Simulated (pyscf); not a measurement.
Structures and frequencies: ωB97X-D3(BJ)/def2-SVP in PySCF.

Task: Estimate by transition-state theory the rate constant of ethane (H₃C–CH₃) + SnH₃• → H₃C–SnH₃ + methyl (CH₃•) (doublet surface; C–C broken, C–Sn formed) at 1200 K, with ωB97M-D3(BJ)/def2-TZVP energies (ideal gas, 1 atm, RRHO with modes under 100 cm⁻¹ raised to 100, one conformer, R ln 2 for chiral ones without a mode under 150 cm⁻¹; no tunnelling).

Result: The electronic barrier is 52.4 kcal/mol and the thermal terms add +27.5, so ΔG‡ = 79.9 kcal/mol. With k_BT/h = 2.50e+13 s⁻¹ and RT = 2.385 kcal/mol, and a volume of 1.64e-19 cm³ per molecule at 1 atm, k = 1.1e-20 cm³ molecule⁻¹ s⁻¹. Wigner's tunnelling factor for 1054i cm⁻¹ would be 1.07. A shift of 1 kcal/mol in the barrier changes k by a factor 1.5. One saddle was located; it need not be the lowest between these sides. The angle at the attacked C is 180°. Elements past Kr carry the def2 core potentials, without spin-orbit coupling.
